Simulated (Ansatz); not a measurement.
Relaxed structures of CH$_{6}$NSi (charge +1), closed shell (PBE0-D4/def2-TZVP; forces vanish, vibrations not checked; lower isomers may exist, and structures with a doubtful reference or unclear bonds are left out; Å). Ansatz 0.2.0; basis: def2-TZVPP; cores frozen in the correlated methods.

Rank them by CCSD(T) energy, lowest first, and give each one's height above the lowest. Links in brackets join atoms within 1.22 times the sum of their covalent radii (1.1 for two metals). (An estimate is asked for; the value comes from the calculation.)
A.
CH₆NSi ([CH2][SiH][NH3]), total charge +1
```
9
angstrom
C 0.5168 -0.8752 1.3620
Si 0.7086 -0.3027 -0.2051
N -0.7254 0.7514 -0.8099
H -1.1883 0.3613 -1.6346
H -0.4460 1.7052 -1.0522
H -1.4333 0.8240 -0.0752
H 1.6828 -0.3674 -1.2982
H 1.2851 -1.4949 1.8129
H -0.3468 -0.6671 1.9833
```
B.
CH₆NSi ([CH3][NH][SiH2]), total charge +1
```
9
angstrom
C -0.6648 0.6916 -0.7493
Si 0.4840 -0.8265 1.2912
N 0.4054 -0.1405 -0.1932
H -1.0713 0.2157 -1.6423
H -0.2664 1.6722 -1.0119
H -1.4620 0.8153 -0.0173
H 1.1778 -0.2893 -0.8354
H 1.6755 -1.6225 1.6090
H -0.6421 -0.5998 2.2050
```
C.
CH₆NSi ([CH3][SiH][NH2]), total charge +1
```
9
angstrom
C -0.8015 0.7980 -0.8199
Si 0.5680 -0.2231 -0.2076
N 0.5615 -0.8737 1.3002
H -1.2158 0.3405 -1.7255
H -0.4174 1.7840 -1.1049
H -1.5928 0.9166 -0.0782
H 1.7669 -0.5435 -0.9942
H 1.3163 -1.4456 1.6580
H -0.1852 -0.7531 1.9722
```

The calculation gives: C (0.000 eV), B (1.051 eV), A (1.509 eV). Heights count from the lowest.

T1 diagnostic: at most 0.016. The restricted Hartree–Fock reference is unstable towards an unrestricted one at one or more of these structures.

For scale, one of the runs: CCSD(T)/def2-TZVPP, 188 basis functions, launched by `ansatz run in.yaml --threads 2 --pin off --events-out ev --progress --plain --max-ram 4352MiB`. The run took 25 s on 2 CPU threads of an Arm Neoverse V2 (shared host), with 1.9 GiB of host memory at its peak.
